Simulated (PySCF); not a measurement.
Simulated outer-valence photoelectron spectrum of `[AlH2][CH2][SiH3]`. Method: EOM-IP-CCSD/aug-cc-pVDZ in PySCF, restricted Hartree–Fock reference, 11 core orbitals frozen, non-relativistic, gas phase, PBE0-D3(BJ)/def2-SVP geometry.

Each root has a Gaussian of 0.3 eV full width with its one-hole share as area; cross sections and vibrations are left out, and the highest printed point is 100.

```
ionisation energy (eV)  intensity
                   9.8          0
                  10.0         13
                  10.2         53
                  10.4         18
                  10.6          1
                  10.8         10
                  11.0         51
                  11.2         24
                  11.4         20
                  11.6         53
                  11.8         23
                  12.0         52
                  12.2         23
                  12.4         15
                  12.6         53
                  12.8         17
                  13.0          0
                  13.2          0
                  13.4          0
                  13.6          0
                  13.8          0
                  14.0          2
                  14.2         42
                  14.4        100
                  14.6         22
                  14.8          0
                  15.0          0
                  15.2          0
                  15.4          0
                  15.6          0
                  15.8          0
                  16.0          0
                  16.2          0
                  16.4          0
                  16.6          0
                  16.8          0
                  17.0          1
                  17.2         25
                  17.4         45
                  17.6          7
```

Where are the maxima, and how many lines lie under the curve?

7 maxima, at 10.2, 11.0, 11.6, 12.0, 12.6, 14.4 and 17.4 eV, from 8 lines. At this width some lines have no maximum of their own.

List the lines with their holes.

```
E (eV)  leading hole (HF orbital)  area  Koopmans (eV)
 10.21                       HOMO  0.95          10.97
 11.04                     HOMO-1  0.94          11.54
 11.58                     HOMO-2  0.95          12.38
 12.03                     HOMO-3  0.95          12.71
 12.61                     HOMO-4  0.94          13.38
 14.35                     HOMO-5  0.91          15.25
 14.40                     HOMO-6  0.94          15.46
 17.35                     HOMO-7  0.87          18.97
```

The widest gap, 2.95 eV, lies between 14.40 and 17.35 eV. Only orbitals with −ε under 21 eV, eight at most, were ionised, so the high end of the curve may lack lines.

One conformer stands for the species.
